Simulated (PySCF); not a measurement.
**A diatomic session: B₂+**

What are the lowest state that PBE0 finds, the bond length, vibrational wavenumber and bond energy of B₂+, and how much do these hang on the method?

Program: PySCF 2.14.0. Level of theory: B pcseg-2, no relativity. These are calculated values, not measurements.

### 1 The job

Settings of the job:

```yaml
atoms: B, B
charge: 1
basis: B pcseg-2
Hamiltonian: no relativity
basis_functions: 60
electrons_treated: 9
masses_in_u: 11.0093, 11.0093
levels: PBE0, PBE, r²SCAN, BP86, M06-2X, r²SCAN0, CAM-B3LYP, HF, MP2, SCS-MP2, CCSD, CCSD(T)
grid: 80 radial by 434 angular points
occupations: held fixed by the projection of orbital angular momentum
dissociation_limit: B+ + B, each in its ground configuration
starting_distance_in_angstrom: 1.730
values_of_2S_to_try: 1, 3
```

Command:

```
$ OMP_NUM_THREADS=1 python dia.py task.json out
```

Further steps of the session: First curve: PBE0; Higher solutions at PBE0; PBE (GGA); r²SCAN (meta-GGA); BP86 (GGA); M06-2X (hybrid meta-GGA); r²SCAN0 (hybrid meta-GGA); CAM-B3LYP (range-separated hybrid); ROHF; MP2 and coupled cluster.

Q: Predict the outcome of this session. Wanted: for each run, Re; ωe; De.

The runs gave:

Lowest PBE0 solution found, without spin–orbit coupling: ²Σg⁺ (doublet), unpaired electrons σ ↑. The other levels ran on it alone.

```tsv
level	Re (Å)	ωe (cm⁻¹)	De (eV)
ROHF	2.224	360	1.47
ROHF-MP2	2.139	452	1.96
ROHF-SCS-MP2	2.148	448	1.92
ROHF-CCSD	2.187	411	1.85
ROHF-CCSD(T)	2.171	422	1.93
PBE	2.187	381	2.55
BP86	2.202	368	2.49
r²SCAN	2.183	395	2.45
PBE0	2.176	403	2.40
r²SCAN0	2.176	408	2.34
M06-2X	2.197	406	2.21
CAM-B3LYP	2.163	401	2.25
```

De is counted to B+ + B in their ground configurations.

Differences from CCSD(T) in the same basis:

```tsv
level	Re (mÅ)	ωe (%)
ROHF	+53	-14.6
ROHF-MP2	-32	+7.2
ROHF-SCS-MP2	-23	+6.0
ROHF-CCSD	+16	-2.5
PBE	+16	-9.8
BP86	+31	-12.9
r²SCAN	+12	-6.5
PBE0	+5	-4.6
r²SCAN0	+5	-3.2
M06-2X	+26	-3.9
CAM-B3LYP	-8	-5.0
```

In words: Against CCSD(T) in the same basis, the bond length is nearest at PBE0 and r²SCAN0 (+5 mÅ) and farthest at ROHF (+53 mÅ); the wavenumber is nearest at ROHF-CCSD (-2.5 %) and farthest at ROHF (-14.6 %). Among the levels with a De in the table, it runs from 1.47 eV (ROHF) to 2.55 eV (PBE).

Correlated steps freeze 2 core orbitals.
